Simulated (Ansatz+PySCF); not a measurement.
## singlet C5H12: levels of theory in one basis

| atom | x (Å) | y (Å) | z (Å) |
| --- | --- | --- | --- |
| C | 0.0000 | 0.0000 | 0.0000 |
| C | 0.9547 | 0.9547 | 0.9547 |
| C | 0.9547 | -0.9547 | -0.9547 |
| C | -0.9547 | 0.9547 | -0.9547 |
| C | -0.9547 | -0.9547 | 0.9547 |
| H | 0.2972 | 1.6563 | 1.6563 |
| H | 1.6563 | 0.2972 | 1.6563 |
| H | 1.6563 | 1.6563 | 0.2972 |
| H | 0.2972 | -1.6563 | -1.6563 |
| H | 1.6563 | -0.2972 | -1.6563 |
| H | 1.6563 | -1.6563 | -0.2972 |
| H | -1.6563 | 0.2972 | -1.6563 |
| H | -1.6563 | 1.6563 | -0.2972 |
| H | -0.2972 | 1.6563 | -1.6563 |
| H | -1.6563 | -1.6563 | 0.2972 |
| H | -0.2972 | -1.6563 | 1.6563 |
| H | -1.6563 | -0.2972 | 1.6563 |

Basis set: def2-SVP (spherical functions). Frozen core: 5 orbitals. Charge 0, multiplicity 1.

Computed with Ansatz (development build ahead of 0.2.0); each method stands on the lowest determinant of its kind that the runs found.

| method | E − E(RHF) (eV) | <S²> of the determinant |
| --- | --- | --- |
| RHF | 0.00 | 0.00 |

Q: What does RHF-MP2 give on the same scale?

A: -20.42 eV.

Q: Is a single determinant a sound starting point here?

A: By this sign, yes. Unrestricted orbitals gain 0.00 eV and <S²> is 0.00 against 0.00 for a pure state.
